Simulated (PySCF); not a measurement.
Computed with PySCF and rigid-rotor harmonic-oscillator thermochemistry at 1 bar. Table values come from the NASA 1993 polynomials. 6-31G* has spherical d functions here. All species are closed-shell singlets. B3LYP is the form with VWN-RPA correlation. The harmonic model lacks anharmonicity and excited electronic states, which grow with temperature; levels with a mode under 35 cm⁻¹ are left out.

Harmonic frequencies at B3LYP/6-31G* (cm⁻¹): 1374, 1374, 1374, 1594, 1594, 3053, 3162, 3162, 3162. Point group Td; S°(298 K) = 186.2 J/mol/K at this level.

### Question
Work out Cp and S° of gaseous CH4 at 500, 800, 1200, 1600, 2000 K from these, and set them beside the table.

### Answer
```json
[
 {"T (K)": "500", "Cp B3LYP/6-31G*": "45.0", "Cp table": "46.5", "S° B3LYP/6-31G*": "206.5", "S° table": "207.2"},
 {"T (K)": "800", "Cp B3LYP/6-31G*": "61.2", "Cp table": "64.0", "S° B3LYP/6-31G*": "231.2", "S° table": "233.0"},
 {"T (K)": "1200", "Cp B3LYP/6-31G*": "77.1", "Cp table": "81.0", "S° B3LYP/6-31G*": "259.3", "S° table": "262.4"},
 {"T (K)": "1600", "Cp B3LYP/6-31G*": "87.1", "Cp table": "92.5", "S° B3LYP/6-31G*": "283.0", "S° table": "287.4"},
 {"T (K)": "2000", "Cp B3LYP/6-31G*": "93.3", "Cp table": "100.6", "S° B3LYP/6-31G*": "303.1", "S° table": "308.9"}
]
```
Units J/mol/K.
